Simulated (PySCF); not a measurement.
## Choosing a basis for TDDFT

C6H6N2.
SMILES: `c1cc2[nH]ccc2[nH]1`

TDDFT with PBE0 (PySCF), vertical singlets, core orbitals frozen in the response, spherical d and f functions. Isolated species at its PBE0-D3(BJ)/def2-SVP geometry, gas phase.

Q: Compare 6-31G*, def2-SVP, 6-31+G*, def2-SVPD, aug-cc-pVDZ and def2-TZVP for this molecule.

A: 

```tsv
basis	functions	diffuse	S1 (eV)	S2 (eV)	S3 (eV)	S4 (eV)	S5 (eV)	LUMO (eV)	α (au)
6-31G*	124	no	5.70	5.95	6.28	6.65	6.76	1.22	66.3
def2-SVP	142	no	5.65	5.91	5.96	6.11	6.62	0.92	70.4
6-31+G*	156	yes	4.54	4.64	5.19	5.23	5.33	0.33	80.9
def2-SVPD	208	yes	5.22	5.22	5.49	5.77	5.90	0.65	82.4
aug-cc-pVDZ	238	yes	4.33	4.46	4.85	5.02	5.15	-0.03	86.1
def2-TZVP	284	no	5.41	5.46	5.50	5.76	6.08	0.72	79.7
```

States are compared by their number. Against the largest diffuse basis here (aug-cc-pVDZ, itself not a converged limit), sets without diffuse functions differ by up to 1.37 eV in S1 and 1.62 eV in S5; the smaller diffuse sets differ by up to 0.89 and 0.75 eV. State by state, the largest deviation of a set without diffuse functions is S1 1.37, S2 1.49, S3 1.43, S4 1.63, S5 1.62 eV. The same number needn't mean the same state in each row. Against aug-cc-pVDZ the polarisability deviates by -23% in 6-31G*, -18% in def2-SVP, -6% in 6-31+G*, -4% in def2-SVPD, -7% in def2-TZVP. A single + in a Pople set puts diffuse functions on heavy atoms only.
